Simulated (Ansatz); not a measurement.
A first, cheap relaxation of `C=[C]F` radical.

```yaml
crystal:
  periodic: [false, false, false]
  atoms:
    - {symbol: C, position_ang: [0.554000, -0.283100, -0.061300]}
    - {symbol: C, position_ang: [-0.671100, 0.289100, 0.085300]}
    - {symbol: F, position_ang: [-1.913900, 0.842100, 0.237100]}
    - {symbol: H, position_ang: [0.846900, -0.698300, -1.014700]}
    - {symbol: H, position_ang: [1.233900, -0.223500, 0.712200]}
basis:
  gaussian: {orbitals: def2-SVP}
magnetization: {spin_polarized: true, initial_magnetization: 1}
hamiltonian: {xc: pbe, dispersion: d4}
relax: {f_tol: 0.03, max_steps: 200}
```

```sh
$ ansatz run in.yaml --threads 2 --pin off --events-out ev --progress --plain
```

It prints (some lines left out):

```
Functional definition: PBE
mean field -4810.04314071 eV, -176.7658250568 hartree, gradient 3.9e-5 eV, S^2 0.760904; 0 other end points of the search recorded, 0 dependent functions left out
relax step   1: F+E_penalty+E_count = -4810.08901363 eV  Δ(F+E_penalty+E_count) = +0.000e0 eV  max|allowed force component| = 4.423e0 eV/Å  Δτ_max = 0.0000 Å  (27 SCF iters, accepted)
mean field -4810.15572193 eV, -176.7699623402 hartree, gradient 1.4e-5 eV, S^2 0.759732; 0 other end points of the search recorded, 0 dependent functions left out
relax step   2: F+E_penalty+E_count = -4810.20189953 eV  Δ(F+E_penalty+E_count) = -1.129e-1 eV  max|allowed force component| = 1.663e0 eV/Å  Δτ_max = 0.1949 Å  (37 SCF iters, accepted)
mean field -4810.32438005 eV, -176.7761604119 hartree, gradient 1.3e-5 eV, S^2 0.757804; 0 other end points of the search recorded, 0 dependent functions left out
relax step   3: F+E_penalty+E_count = -4810.37077103 eV  Δ(F+E_penalty+E_count) = -1.689e-1 eV  max|allowed force component| = 7.741e-1 eV/Å  Δτ_max = 0.0994 Å  (33 SCF iters, accepted)
mean field -4810.63636498 eV, -176.7876256464 hartree, gradient 1.7e-5 eV, S^2 0.757830; 0 other end points of the search recorded, 0 dependent functions left out
relax step   4: F+E_penalty+E_count = -4810.68274294 eV  Δ(F+E_penalty+E_count) = -3.120e-1 eV  max|allowed force component| = 1.776e0 eV/Å  Δτ_max = 0.1374 Å  (36 SCF iters, accepted)
mean field -4810.85020644 eV, -176.7954841753 hartree, gradient 9.4e-6 eV, S^2 0.756874; 0 other end points of the search recorded, 0 dependent functions left out
relax step   5: F+E_penalty+E_count = -4810.89685109 eV  Δ(F+E_penalty+E_count) = -2.141e-1 eV  max|allowed force component| = 2.121e0 eV/Å  Δτ_max = 0.0773 Å  (31 SCF iters, accepted)
mean field -4811.10650588 eV, -176.8049030061 hartree, gradient 1.1e-5 eV, S^2 0.757607; 0 other end points of the search recorded, 0 dependent functions left out
relax step   6: F+E_penalty+E_count = -4811.15358334 eV  Δ(F+E_penalty+E_count) = -2.567e-1 eV  max|allowed force component| = 2.972e0 eV/Å  Δτ_max = 0.1934 Å  (35 SCF iters, accepted)
mean field -4811.19080361 eV, -176.8080008902 hartree, gradient 1.7e-5 eV, S^2 0.757622; 0 other end points of the search recorded, 0 dependent functions left out
relax step   7: F+E_penalty+E_count = -4811.23791064 eV  Δ(F+E_penalty+E_count) = -8.433e-2 eV  max|allowed force component| = 1.386e0 eV/Å  Δτ_max = 0.0408 Å  (32 SCF iters, accepted)
mean field -4811.23149181 eV, -176.8094961542 hartree, gradient 2.6e-5 eV, S^2 0.757796; 0 other end points of the search recorded, 0 dependent functions left out
relax step   8: F+E_penalty+E_count = -4811.27883427 eV  Δ(F+E_penalty+E_count) = -4.092e-2 eV  max|allowed force component| = 2.700e-1 eV/Å  Δτ_max = 0.0771 Å  (32 SCF iters, accepted)
mean field -4811.23310420 eV, -176.8095554082 hartree, gradient 1.0e-5 eV, S^2 0.757996; 0 other end points of the search recorded, 0 dependent functions left out
relax step   9: F+E_penalty+E_count = -4811.28042503 eV  Δ(F+E_penalty+E_count) = -1.591e-3 eV  max|allowed force component| = 7.482e-2 eV/Å  Δτ_max = 0.0089 Å  (33 SCF iters, accepted)
mean field -4811.23325560 eV, -176.8095609722 hartree, gradient 1.0e-5 eV, S^2 0.757948; 0 other end points of the search recorded, 0 dependent functions left out
relax step  10: F+E_penalty+E_count = -4811.28058282 eV  Δ(F+E_penalty+E_count) = -1.578e-4 eV  max|allowed force component| = 9.103e-3 eV/Å  Δτ_max = 0.0026 Å  (34 SCF iters, accepted)
mean field -4811.23325560 eV, -176.8095609722 hartree, gradient 1.2e-5 eV, S^2 0.757948; 1 other end points of the search recorded, 0 dependent functions left out
Total energy: -4811.28060303 eV, -176.8113009582 hartree
Atom 0 at     0.493028    -0.202198     0.008212 Å, force     0.001259     0.000236     0.004748 eV/Å
Atom 1 at    -0.604830     0.399969     0.450602 Å, force    -0.009103     0.003257     0.001109 eV/Å
Atom 2 at    -1.748652     0.639486    -0.146606 Å, force     0.005540    -0.001281     0.000513 eV/Å
Atom 3 at     0.545809    -0.600882    -1.021987 Å, force     0.000934    -0.001577    -0.003637 eV/Å
Atom 4 at     1.364445    -0.310075     0.668379 Å, force     0.001370    -0.000634    -0.002733 eV/Å
Dipole moment:     0.131902    -0.076156    -0.063309 e Å
```

Run time 7 s (2 threads of a server CPU on a shared host); peak host memory 0.14 GiB.
